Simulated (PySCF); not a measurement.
Compound: C5H6F (doublet state).
Numbering: `[CH3:1][CH2:2][C:3]#[C:4][CH:5][F:6]` (hydrogens: H7, H8, H9 on C1; H10, H11 on C2; H12 on C5)

Geometry (GFN2-xTB, Å), atoms numbered from 1 in this order:
```
atom  x, y, z in Å
C1    -1.9020    0.4968    0.1126
C2    -1.0284   -0.6883   -0.3086
C3     0.3737   -0.4024   -0.1317
C4     1.5596   -0.1644    0.0365
C5     2.8730    0.1181    0.2086
F6     3.3616    1.3420   -0.0782
H7    -1.7634    0.7128    1.1694
H8    -2.9502    0.2663   -0.0631
H9    -1.6385    1.3849   -0.4571
H10   -1.2873   -1.5725    0.2823
H11   -1.2152   -0.9227   -1.3631
H12    3.6183   -0.5712    0.5665
```

The hyperfine couplings belong to this conformer and change with its torsions.

The calculation used UKS B3LYP, pcH-1 on C F H, non-relativistic, mean-field spin-orbit, GIAO in PySCF. Geometry: GFN2-xTB; no solvent, vibrations or thermal averaging. A GFN2-xTB geometry isn't a minimum of the functional, and hyperfine couplings can be far from their values at a DFT geometry. No stability test was run, so a lower SCF solution isn't excluded.

Principal values of hyperfine tensors in MHz (contact and dipolar terms together), for some of the nuclei:

```csv
atom,isotope,A1,A2,A3
F6,19F,-116.53,-73.38,520.58
C5,13C,6.76,8.46,200.78
C4,13C,-88.20,-68.36,-45.25
H12,1H,-85.30,-58.09,-25.77
C3,13C,0.25,10.58,122.16
C1,13C,18.63,18.81,23.32
C2,13C,-19.26,-17.92,-17.66
H10,1H,12.63,13.04,20.45
```

Task: Split each tensor into its isotropic and traceless parts, and turn a_iso into mT with g = 2.0036.

Result: a_iso = (A1 + A2 + A3)/3, Ti = Ai − a_iso; 1 mT corresponds to 28.043 MHz.

```
atom  a_iso (MHz)  a_iso (mT)       T1       T2      T3
  F6       110.22       3.931  -226.75  -183.60  410.36
  C5        72.00       2.567   -65.24   -63.54  128.78
  C4       -67.27      -2.399   -20.93    -1.09   22.02
 H12       -56.39      -2.011   -28.92    -1.70   30.62
  C3        44.33       1.581   -44.08   -33.75   77.83
  C1        20.25       0.722    -1.62    -1.44    3.07
  C2       -18.28      -0.652    -0.98     0.36    0.62
 H10        15.38       0.548    -2.74    -2.34    5.08
```

Task: What spin density at the nucleus of C5 lies behind its contact coupling (g_N = 1.40482)?

Result: a_FC = 800.24 MHz bohr³ × g_N × ρ(0)/(2S). With a_FC = 72.00 MHz and 2S = 1, ρ(0) = 0.06404 bohr⁻³.

Task: H11 (1H, g_N = 5.58569) isn't in the table. Its spin density at the nucleus is 0.01644 bohr⁻³. What is its contact coupling?

Result: By the same relation, a_FC = 73.5 MHz. Its full tensor has the principal values 70.31, 71.49, 78.69 MHz.

Task: Name the largest traceless tensor T of the table and describe it.

Result: F6: -226.8, -183.6, 410.4 MHz, rhombic: the two smaller values differ by 11 % of the largest.

Task: What first-order splitting does F6 cause when the field lies along A1, A2 or A3 of its tensor (g taken as isotropic, no quadrupole term)?

Result: 2 lines (I = 1/2), spaced by |A_i|/(g × 13.996): 4.16, 2.62, 18.56 mT along the axes of A1, A2 and A3.
